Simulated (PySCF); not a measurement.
# BH2Cl (SMILES BCl): levels of theory compared

Aim: a comparison of 6 runs (HF/STO-3G, HF/def2-SVP, PBE0/STO-3G, PBE0/3-21G, B3LYP/6-31G*, TPSS/6-31+G*) of BH2Cl. The job is set up through a Python script.

The calculation is run with PySCF 2.14.0.

### 1 Starting point

BH2Cl: 4 atoms, total charge 0, spin state singlet. As SMILES, `BCl`. The shape is that of a PBE0-D4/def2-TZVP optimisation.

Bond lengths: B1–Cl2 1.733 Å, B1–H3 1.190 Å, B1–H4 1.190 Å. Angles: Cl2–B1–H3 118.1°, Cl2–B1–H4 118.1°, H3–B1–H4 123.7°.

### 2 Energy and gradient at HF/STO-3G (run 1)

Contents of geometry.xyz:

```xyz
4
BClH2
B     -0.116700     0.021700    -0.075300
Cl     1.365000    -0.395300     0.721200
H     -1.106200    -0.559500     0.240400
H     -0.086600     0.872800    -0.906600
```

Contents of job.py:

```python
# BCl
import pyscf.grad
from pyscf import gto, scf

mol = gto.M(
    atom='geometry.xyz',
    basis='sto-3g',
    max_memory=1860,
    verbose=4,
)

myscf = scf.RHF(mol)
myscf.conv_tol = 1e-10
myscf.kernel()
if not myscf.converged:
    myscf = myscf.newton().run(myscf.mo_coeff, myscf.mo_occ)

etot = myscf.e_tot
print('E(%s) = %.9f' % ('HF', etot))
grad = myscf.Gradients().kernel()
dip = myscf.dip_moment()
pop, q = myscf.mulliken_pop()
```

Launch:

```
OMP_NUM_THREADS=1 python job.py
```

Output:

```text
PySCF version 2.14.0

[INPUT] num. atoms = 4
[INPUT] num. electrons = 24
[INPUT] charge = 0
[INPUT] spin (= nelec alpha-beta = 2S) = 0
[INPUT] symmetry False subgroup None
[INPUT] Mole.unit = angstrom
[INPUT] Symbol           X                Y                Z      unit          X                Y                Z       unit  Magmom
[INPUT]  1 B     -0.116700000000   0.021700000000  -0.075300000000 AA   -0.220531038737   0.041007056903  -0.142296377180 Bohr   0.0
[INPUT]  2 Cl     1.365000000000  -0.395300000000   0.721200000000 AA    2.579476160031  -0.747008737041   1.362870481036 Bohr   0.0
[INPUT]  3 H     -1.106200000000  -0.559500000000   0.240400000000 AA   -2.090415038994  -1.057301766694   0.454290160345 Bohr   0.0
[INPUT]  4 H     -0.086600000000   0.872800000000  -0.906600000000 AA   -0.163650282387   1.649352961520  -1.713225704531 Bohr   0.0

nuclear repulsion = 37.7830159999581
number of shells = 10
number of NR pGTOs = 48
number of NR cGTOs = 16
basis = sto-3g
ecp = {}

******** <class 'pyscf.scf.hf.RHF'> ********
method = RHF
initial guess = minao
damping factor = 0
level_shift factor = 0
DIIS = <class 'pyscf.scf.diis.CDIIS'>
diis_start_cycle = 1
diis_space = 8
diis_damp = 0
SCF conv_tol = 1e-10
SCF conv_tol_grad = None
SCF max_cycles = 50
direct_scf = True
direct_scf_tol = 1e-13
Set gradient conv threshold to 1e-05
Initial guess from minao.
init E= -479.778388555504
  HOMO = -0.320852109203523  LUMO = 0.133988943816404  gap/eV = 12.37686
cycle= 1 E= -480.087701192727  delta_E= -0.309  |g|= 0.282  |ddm|= 2.06
  HOMO = -0.36204723599717  LUMO = 0.148221370886359  gap/eV = 13.88512
cycle= 2 E= -480.126834214786  delta_E= -0.0391  |g|= 0.0605  |ddm|= 0.606
  HOMO = -0.388345150224257  LUMO = 0.209350641300012  gap/eV = 16.26413
cycle= 3 E= -480.128478731041  delta_E= -0.00164  |g|= 0.0155  |ddm|= 0.108
  HOMO = -0.389188656673074  LUMO = 0.206752005255525  gap/eV = 16.21637
cycle= 4 E= -480.128631318853  delta_E= -0.000153  |g|= 0.00171  |ddm|= 0.0409
  HOMO = -0.388751848299362  LUMO = 0.206777476736061  gap/eV = 16.20518
cycle= 5 E= -480.128634709786  delta_E= -3.39e-06  |g|= 0.000478  |ddm|= 0.00571
  HOMO = -0.388767930697607  LUMO = 0.20683742693973  gap/eV = 16.20725
cycle= 6 E= -480.128634947747  delta_E= -2.38e-07  |g|= 3.97e-05  |ddm|= 0.00189
  HOMO = -0.388768564972311  LUMO = 0.206829414954388  gap/eV = 16.20705
cycle= 7 E= -480.128634949013  delta_E= -1.27e-09  |g|= 3.55e-06  |ddm|= 0.000131
  HOMO = -0.388769313597022  LUMO = 0.206830030779171  gap/eV = 16.20708
cycle= 8 E= -480.128634949021  delta_E= -7.5e-12  |g|= 2.23e-07  |ddm|= 9.15e-06
  HOMO = -0.388769263949773  LUMO = 0.206830097461906  gap/eV = 16.20708
Extra cycle  E= -480.128634949021  delta_E= -5.68e-13  |g|= 5.3e-08  |ddm|= 4.6e-07
converged SCF energy = -480.128634949021
E(HF) = -480.128634949

******** <class 'pyscf.grad.rhf.Gradients'> for <class 'pyscf.scf.hf.RHF'> ********
unit = Eh/Bohr
--------------- RHF gradients ---------------
         x                y                z
0 B     0.0310691324    -0.0086940469     0.0166494271
1 Cl    -0.0195388778     0.0054952767    -0.0104990906
2 H    -0.0144921829    -0.0106442050     0.0067266789
3 H     0.0029619283     0.0138429752    -0.0128770154
----------------------------------------------
Dipole moment(X, Y, Z, Debye): -1.28321,  0.36119, -0.68988
 ** Mulliken pop  **
pop of  0 B 1s            1.99071
pop of  0 B 2s            0.98271
pop of  0 B 2px           0.70570
pop of  0 B 2py           0.54520
pop of  0 B 2pz           0.48945
pop of  1 Cl 1s           1.99996
pop of  1 Cl 2s           1.99866
pop of  1 Cl 3s           1.96050
pop of  1 Cl 2px          1.99258
pop of  1 Cl 2py          1.99824
pop of  1 Cl 2pz          1.99677
pop of  1 Cl 3px          1.57536
pop of  1 Cl 3py          1.89071
pop of  1 Cl 3pz          1.80550
pop of  2 H 1s            1.03399
pop of  3 H 1s            1.03398
 ** Mulliken atomic charges  **
charge of    0B =      0.28624
charge of    1Cl =     -0.21827
charge of    2H =     -0.03399
charge of    3H =     -0.03398
```

Wall time 0.7 s (1 thread of Arm Neoverse V2, shared host); peak memory 0.12 GiB.

### 3 Energy and gradient at HF/def2-SVP (run 2)

Contents of input.py:

```python
import pyscf.grad
from pyscf import gto, scf

mol = gto.M(
    atom='''
B     -0.220531     0.041007    -0.142296
Cl     2.579476    -0.747009     1.362870
H     -2.090415    -1.057302     0.454290
H     -0.163650     1.649353    -1.713226
''',
    charge=0,
    verbose=4,
    basis='def2-svp',
    max_memory=1860,
    unit='bohr',
)

myscf = scf.RHF(mol)
myscf.conv_tol = 1e-10
myscf.kernel()
if not myscf.converged:
    myscf = myscf.newton().run(myscf.mo_coeff, myscf.mo_occ)

energy = myscf.e_tot
print('E = %.10f Eh' % energy)
grad = myscf.Gradients().kernel()
myscf.analyze()
```

Launch:

```
OMP_NUM_THREADS=1 python input.py
```

Output:

```text
PySCF version 2.14.0

[INPUT] num. atoms = 4
[INPUT] num. electrons = 24
[INPUT] charge = 0
[INPUT] spin (= nelec alpha-beta = 2S) = 0
[INPUT] symmetry False subgroup None
[INPUT] Mole.unit = bohr
[INPUT] Symbol           X                Y                Z      unit          X                Y                Z       unit  Magmom
[INPUT]  1 B     -0.116699979501   0.021699969888  -0.075299800405 AA   -0.220531000000   0.041007000000  -0.142296000000 Bohr   0.0
[INPUT]  2 Cl     1.364999915315  -0.395300139152   0.721199745447 AA    2.579476000000  -0.747009000000   1.362870000000 Bohr   0.0
[INPUT]  3 H     -1.106199979365  -0.559500123460   0.240399915149 AA   -2.090415000000  -1.057302000000   0.454290000000 Bohr   0.0
[INPUT]  4 H     -0.086599850567   0.872800020363  -0.906600156356 AA   -0.163650000000   1.649353000000  -1.713226000000 Bohr   0.0

nuclear repulsion = 37.7830199326879
number of shells = 20
number of NR pGTOs = 74
number of NR cGTOs = 42
basis = def2-svp
ecp = {}

[... 54 lines left out ...]
One-electron Energy =                 -744.023651586533333
[... 6 lines left out ...]
MO #2   energy= -10.5617145291844  occ= 2
[... 4 lines left out ...]
MO #7   energy= -1.1143845660992   occ= 2
[... 4 lines left out ...]
MO #12  energy= -0.435929256426931 occ= 2
[... 4 lines left out ...]
MO #17  energy= 0.316666372170627  occ= 0
[... 4 lines left out ...]
MO #22  energy= 0.811456999534939  occ= 0
[... 4 lines left out ...]
MO #27  energy= 1.02175229589789   occ= 0
[... 4 lines left out ...]
MO #32  energy= 1.48080880359918   occ= 0
[... 4 lines left out ...]
MO #37  energy= 1.97784079303124   occ= 0
[... 4 lines left out ...]
MO #42  energy= 2.89339971075482   occ= 0
[... 10 lines left out ...]
pop of  0 B 3pz           0.00795
pop of  0 B 3dxy          0.00319
pop of  0 B 3dyz          0.00187
pop of  0 B 3dz^2         0.00145
pop of  0 B 3dxz          0.00439
pop of  0 B 3dx2-y2       0.00325
pop of  1 Cl 1s           2.00000
pop of  1 Cl 2s           1.99998
pop of  1 Cl 3s           1.78790
pop of  1 Cl 4s           0.00385
pop of  1 Cl 2px          1.99999
pop of  1 Cl 2py          2.00000
pop of  1 Cl 2pz          1.99999
pop of  1 Cl 3px          1.62111
pop of  1 Cl 3py          1.86448
pop of  1 Cl 3pz          1.79274
pop of  1 Cl 4px          0.00223
pop of  1 Cl 4py          0.00102
pop of  1 Cl 4pz          0.00108
pop of  1 Cl 3dxy         0.00268
pop of  1 Cl 3dyz         0.00054
pop of  1 Cl 3dz^2        0.00133
pop of  1 Cl 3dxz         0.00536
pop of  1 Cl 3dx2-y2      0.00369
pop of  2 H 1s            1.00391
pop of  2 H 2s            0.00618
pop of  2 H 2px           0.00201
pop of  2 H 2py           0.00081
pop of  2 H 2pz           0.00031
pop of  3 H 1s            1.00390
pop of  3 H 2s            0.00618
pop of  3 H 2px           0.00014
pop of  3 H 2py           0.00155
pop of  3 H 2pz           0.00144
 ** Mulliken atomic charges  **
charge of    0B =      0.11438
charge of    1Cl =     -0.08796
charge of    2H =     -0.01321
charge of    3H =     -0.01320
Dipole moment(X, Y, Z, Debye): -0.68621,  0.19325, -0.36902
```

It took 0.99 s on 1 thread of Arm Neoverse V2, shared host; peak memory 0.12 GiB.

Run 3 isn't shown in full; the table further down has it.

### 4 Energy and gradient at PBE0/3-21G (run 4)

Contents of calc.py:

```python
from pyscf import gto, dft

mol = gto.Mole()
mol.atom = '''
B     -0.220531     0.041007    -0.142296
Cl     2.579476    -0.747009     1.362870
H     -2.090415    -1.057302     0.454290
H     -0.163650     1.649353    -1.713226
'''
mol.verbose = 4
mol.unit = 'bohr'
mol.max_memory = 1860
mol.charge = 0
mol.basis = '3-21g'
mol.build()

mf = dft.RKS(mol)
mf.xc = 'pbe0'
mf.conv_tol = 1e-10
mf.grids.level = 5
mf.kernel()
if not mf.converged:
    mf = mf.newton().run(mf.mo_coeff, mf.mo_occ)

e_final = mf.e_tot
print('E = %.10f Eh' % e_final)
grad = mf.nuc_grad_method().kernel()
mf.analyze()
```

Launch:

```
OMP_NUM_THREADS=1 python calc.py
```

Output:

```text
PySCF version 2.14.0

[INPUT] num. atoms = 4
[INPUT] num. electrons = 24
[INPUT] charge = 0
[INPUT] spin (= nelec alpha-beta = 2S) = 0
[INPUT] symmetry False subgroup None
[INPUT] Mole.unit = bohr
[INPUT] Symbol           X                Y                Z      unit          X                Y                Z       unit  Magmom
[INPUT]  1 B     -0.116699979501   0.021699969888  -0.075299800405 AA   -0.220531000000   0.041007000000  -0.142296000000 Bohr   0.0
[INPUT]  2 Cl     1.364999915315  -0.395300139152   0.721199745447 AA    2.579476000000  -0.747009000000   1.362870000000 Bohr   0.0
[INPUT]  3 H     -1.106199979365  -0.559500123460   0.240399915149 AA   -2.090415000000  -1.057302000000   0.454290000000 Bohr   0.0
[INPUT]  4 H     -0.086599850567   0.872800020363  -0.906600156356 AA   -0.163650000000   1.649353000000  -1.713226000000 Bohr   0.0

nuclear repulsion = 37.7830199326879
number of shells = 16
number of NR pGTOs = 48
number of NR cGTOs = 26
basis = 3-21g
ecp = {}

[... 63 lines left out ...]
Nuclear Repulsion Energy =              37.783019932687900
[... 2 lines left out ...]
Two-electron Coulomb Energy =          252.844020284842628
[... 4 lines left out ...]
MO #2   energy= -9.48064272645804  occ= 2
[... 2 lines left out ...]
MO #5   energy= -7.21247022457867  occ= 2
[... 2 lines left out ...]
MO #8   energy= -0.543374039719019 occ= 2
[... 2 lines left out ...]
MO #11  energy= -0.380247646014473 occ= 2
[... 2 lines left out ...]
MO #14  energy= 0.106754666199805  occ= 0
[... 2 lines left out ...]
MO #17  energy= 0.404979023694057  occ= 0
[... 2 lines left out ...]
MO #20  energy= 0.53347501732859   occ= 0
MO #21  energy= 0.616922908490852  occ= 0
MO #22  energy= 0.618030751875992  occ= 0
MO #23  energy= 0.653233573550214  occ= 0
MO #24  energy= 0.810386427337009  occ= 0
MO #25  energy= 1.11710525037802   occ= 0
MO #26  energy= 1.18199178317254   occ= 0
 ** Mulliken pop on meta-lowdin orthogonal AOs  **
 ** Mulliken pop  **
pop of  0 B 1s            1.99938
pop of  0 B 2s            0.94252
pop of  0 B 3s            0.00404
pop of  0 B 2px           0.80685
pop of  0 B 2py           0.65557
pop of  0 B 2pz           0.59553
pop of  0 B 3px           0.01790
pop of  0 B 3py           0.00635
pop of  0 B 3pz           0.00775
pop of  1 Cl 1s           1.99999
pop of  1 Cl 2s           1.99948
pop of  1 Cl 3s           1.81009
pop of  1 Cl 4s           0.00474
pop of  1 Cl 2px          1.99975
pop of  1 Cl 2py          1.99984
pop of  1 Cl 2pz          1.99982
pop of  1 Cl 3px          1.60280
pop of  1 Cl 3py          1.83407
pop of  1 Cl 3pz          1.75846
pop of  1 Cl 4px          0.00444
pop of  1 Cl 4py          0.00176
pop of  1 Cl 4pz          0.00209
pop of  2 H 1s            0.96656
pop of  2 H 2s            0.00684
pop of  3 H 1s            0.96655
pop of  3 H 2s            0.00684
 ** Mulliken atomic charges  **
charge of    0B =     -0.03589
charge of    1Cl =     -0.01732
charge of    2H =      0.02660
charge of    3H =      0.02661
Dipole moment(X, Y, Z, Debye): -0.89485,  0.25193, -0.48114
```

Wall time 2.8 s (1 thread of Arm Neoverse V2, shared host); peak memory 0.33 GiB.

Run 5 isn't shown in full; the table further down has it.

### 5 Energy and forces at TPSS/6-31+G(d) (spherical functions) (run 6)

Contents of job.py:

```python
from pyscf import gto, dft

molecule = gto.M(
    atom=[
    ('B', (-0.116700, 0.021700, -0.075300)),
    ('Cl', (1.365000, -0.395300, 0.721200)),
    ('H', (-1.106200, -0.559500, 0.240400)),
    ('H', (-0.086600, 0.872800, -0.906600)),
],
    max_memory=1860,
    verbose=3,
    basis='6-31+g*',
    charge=0,
)

ks = dft.RKS(molecule)
ks.xc = 'tpss'
ks.conv_tol = 1e-10
ks.grids.level = 5
ks.kernel()
if not ks.converged:
    ks = ks.newton().run(ks.mo_coeff, ks.mo_occ)

energy = ks.e_tot
print('E(%s) = %.9f' % ('TPSS', energy))
grad = ks.nuc_grad_method().kernel()
dip = ks.dip_moment()
pop, q = ks.mulliken_pop()
```

Launch:

```
OMP_NUM_THREADS=1 python job.py
```

Output:

```text
converged SCF energy = -486.278434281339
E(TPSS) = -486.278434281
--------------- RKS gradients ---------------
         x                y                z
0 B     0.0085115034    -0.0023578881     0.0045357132
1 Cl    -0.0086672095     0.0024381596    -0.0046588593
2 H     0.0002511950     0.0002126942    -0.0001441151
3 H    -0.0000914059    -0.0002930077     0.0002659739
----------------------------------------------
Dipole moment(X, Y, Z, Debye): -0.52702,  0.14842, -0.28343
 ** Mulliken pop  **
pop of  0 B 1s            1.99648
pop of  0 B 2s            0.61018
pop of  0 B 3s            0.50284
pop of  0 B 4s            0.04889
pop of  0 B 2px           0.57043
pop of  0 B 2py           0.42311
pop of  0 B 2pz           0.38767
pop of  0 B 3px           0.12519
pop of  0 B 3py           0.16586
pop of  0 B 3pz           0.13586
pop of  0 B 4px           0.01122
pop of  0 B 4py           0.01266
pop of  0 B 4pz           0.01058
pop of  0 B 3dxy          0.01382
pop of  0 B 3dyz          0.00938
pop of  0 B 3dz^2         0.00745
pop of  0 B 3dxz          0.01210
pop of  0 B 3dx2-y2       0.01223
pop of  1 Cl 1s           1.99964
pop of  1 Cl 2s           1.99704
pop of  1 Cl 3s           1.39706
pop of  1 Cl 4s           0.56457
pop of  1 Cl 5s          -0.04930
pop of  1 Cl 2px          1.98956
pop of  1 Cl 2py          1.99082
pop of  1 Cl 2pz          1.99038
pop of  1 Cl 3px          1.17018
pop of  1 Cl 3py          1.26549
pop of  1 Cl 3pz          1.22832
pop of  1 Cl 4px          0.36366
pop of  1 Cl 4py          0.55411
pop of  1 Cl 4pz          0.50930
pop of  1 Cl 5px          0.00140
pop of  1 Cl 5py          0.01865
pop of  1 Cl 5pz          0.01449
pop of  1 Cl 3dxy         0.00417
pop of  1 Cl 3dyz         0.00162
pop of  1 Cl 3dz^2        0.00250
pop of  1 Cl 3dxz         0.00690
pop of  1 Cl 3dx2-y2      0.00604
pop of  2 H 1s            0.52971
pop of  2 H 2s            0.42903
pop of  3 H 1s            0.52974
pop of  3 H 2s            0.42898
 ** Mulliken atomic charges  **
charge of    0B =     -0.05595
charge of    1Cl =     -0.02660
charge of    2H =      0.04126
charge of    3H =      0.04128
```

Wall time 8.1 s (1 thread of Arm Neoverse V2, shared host); peak memory 0.47 GiB.

### 6 All runs side by side

| run | level | integration grid | Cartesian functions | energy (Eh) | dipole moment (D) | HOMO energy (eV) | LUMO energy (eV) | wall time |
| --- | --- | --- | --- | --- | --- | --- | --- | --- |
| 1 | HF/STO-3G | – | no | -480.128635 | 1.50 | -10.58 | 5.63 | 0.7 s |
| 2 | HF/def2-SVP | – | no | -485.204899 | 0.80 | -11.86 | 2.08 | 0.99 s |
| 3 | PBE0/STO-3G | 5 | no | -480.765563 | 0.99 | -7.20 | 0.58 | 2.3 s |
| 4 | PBE0/3-21G | 5 | no | -483.702497 | 1.05 | -8.76 | -1.92 | 2.8 s |
| 5 | B3LYP/6-31G* (Cartesian functions) | 5 | yes | -486.269429 | 0.66 | -8.31 | -1.76 | 4.2 s |
| 6 | TPSS/6-31+G* (spherical functions) | 5 | no | -486.278434 | 0.62 | -7.46 | -2.60 | 8.1 s |

### 7 Results

```
                       quantity          value
            run 6: total energy  -486.27843 Eh
           run 6: dipole moment         0.62 D
             run 6: HOMO energy       -7.46 eV
             run 6: LUMO energy       -2.60 eV
           run 6: HOMO–LUMO gap        4.86 eV
run 6: largest force on an atom     0.521 eV/Å
```

The dipole moment (its size) runs from 0.62 D (TPSS/6-31+G*) to 1.50 D (HF/STO-3G). The two ends differ in method and basis. The HOMO–LUMO gap runs from 4.86 eV (TPSS/6-31+G*) to 16.21 eV (HF/STO-3G). Totals of different functionals can't be ranked against each other. In runs 1, 3 the basis is minimal, so the values are rough. All runs together took 19 s, the longest 8.1 s.
